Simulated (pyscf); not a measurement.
H₃C–Cd–CH₃ + H₂O → H₃C–Cd–OH + CH₄, a four-centre exchange (singlet surface; C–Cd, H–O broken, Cd–O, C–H formed). PySCF, gas phase, ωB97X-D3(BJ)/def2-SVP geometries. Energies in eV from the separated reactants.

Small-basis levels: PySCF, no dispersion term, spherical d functions. 

Question: Quick BP86/6-31G*+LANL2DZ single points give ΔE‡ = 0.17 eV and ΔE = -1.00 eV. What does ωB97M-D3(BJ)/def2-TZVP give, and how far is the quick result from it?

Answer: ωB97M-D3(BJ)/def2-TZVP gives ΔE‡ = 0.97 eV and ΔE = -0.47 eV. BP86/6-31G*+LANL2DZ lies 0.80 eV under it in the barrier and 0.53 eV under it in the reaction energy, so on this step it does not hold to within 0.13 eV. ωB97M-D3(BJ)/def2-TZVP has limits of its own. On the reactant side the descent ends in a complex (not fully relaxed), 0.26 eV under the separated species and 1.20 eV under the saddle at ωB97X-D3(BJ)/def2-TZVP. This is the saddle that the search found; another between the same sides may lie lower. In the def2 sets elements past Kr carry core potentials, without spin-orbit coupling.
